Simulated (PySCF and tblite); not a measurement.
Results of a calculation; reference values are marked as such.
# Conformer ensemble of C6H10, numbered as in [CH:1]#[C:2][CH2:3][CH2:4][CH2:5][CH3:6]

The ensemble was built from 90 distance-geometry starts (ETKDG and KDG, MMFF94s, GFN2-xTB) and rests on GFN2-xTB geometries. Weights use CAM-B3LYP-D3(BJ)/pcSseg-1 (IEF-PCM, chloroform) energies plus GFN2-xTB zero-point and thermal terms (modes under about 100 cm⁻¹ blended into free rotors). Symmetry numbers and mirror images are counted. Conformers within 3 kcal/mol (GFN2-xTB free energy) were kept, 10 at most. GIAO shieldings: CAM-B3LYP/pcSseg-1 (IEF-PCM, chloroform). Shifts are against TMS (¹H), TMS (¹³C) at the same level. Run with PySCF (density fitting) and tblite.

Torsions listed: C2–C3–C4–C5, C3–C4–C5–C6. Of a mirror pair one member is shown.

```
conformer        shape   symmetry  E(GFN2) kcal/mol  E(DFT) kcal/mol  G(298.15 K) kcal/mol  weight %  dipole D
        1   65°, -179°  C1 (pair)              0.00             0.08                  0.00      37.7      0.92
        2   180°, 180°         Cs              0.07             0.00                  0.21      26.7      1.07
        3     60°, 67°  C1 (pair)              0.53             0.40                  0.44      18.0      0.90
        4  -175°, -66°  C1 (pair)              0.60             0.55                  0.49      16.5      1.10
        5    -81°, 67°  C1 (pair)              0.99             1.96                  2.08       1.1      0.99
```

Weights (%) against temperature:

| T (K) | 1 | 2 | 3 | 4 | 5 | S(mix) cal/mol/K |
| --- | --- | --- | --- | --- | --- | --- |
| 150 | 43.6 | 36.7 | 11.2 | 8.4 | 0.1 | 3.23 |
| 200 | 41.3 | 31.8 | 14.6 | 12.1 | 0.2 | 3.48 |
| 250 | 39.3 | 28.7 | 16.7 | 14.7 | 0.6 | 3.64 |
| 298.15 | 37.7 | 26.7 | 18.0 | 16.5 | 1.1 | 3.75 |
| 400 | 35.2 | 23.8 | 19.6 | 18.9 | 2.4 | 3.90 |

Averaged shifts at 298.15 K. ¹H: 2.31 (H3, 2H), 1.60 (H1, 1H), 1.51 (H4, 2H), 1.49 (H5, 2H), 1.05 (H6, 3H) ppm. ¹³C: 93.6 (C2), 76.0 (C1), 36.6 (C4), 26.9 (C5), 20.1 (C3), 16.1 (C6) ppm.

Coordinates of conformer 1 (Å):

```xyz
16

C     2.957   -0.204    0.727
C     2.110    0.433    0.171
C     1.073    1.180   -0.511
C    -0.159    0.311   -0.790
C    -0.841   -0.146    0.496
C    -2.052   -1.024    0.209
H     3.704   -0.754    1.217
H     1.478    1.560   -1.454
H     0.788    2.037    0.107
H     0.144   -0.564   -1.370
H    -0.867    0.886   -1.393
H    -0.121   -0.701    1.103
H    -1.154    0.729    1.071
H    -2.531   -1.333    1.135
H    -1.754   -1.917   -0.337
H    -2.782   -0.484   -0.392
```

Coordinates of conformer 2 (Å):

```xyz
16

C     3.575    0.392   -0.178
C     2.512   -0.070    0.120
C     1.211   -0.607    0.464
C     0.086    0.190   -0.206
C    -1.288   -0.371    0.150
C    -2.409    0.421   -0.513
H     4.512    0.789   -0.432
H     1.091   -0.576    1.551
H     1.164   -1.653    0.146
H     0.223    0.163   -1.289
H     0.149    1.234    0.110
H    -1.347   -1.415   -0.167
H    -1.420   -0.346    1.235
H    -3.379    0.006   -0.248
H    -2.307    0.392   -1.596
H    -2.381    1.461   -0.196
```

Shifts are unscaled: against experiment ¹³C can be off by 15 ppm or more and ¹H by 0.8 ppm.

Search and properties took 89 s on 1 thread of Arm Neoverse V2, shared host (rough), launched as `OMP_NUM_THREADS=1 python ens_run.py task.json out`.
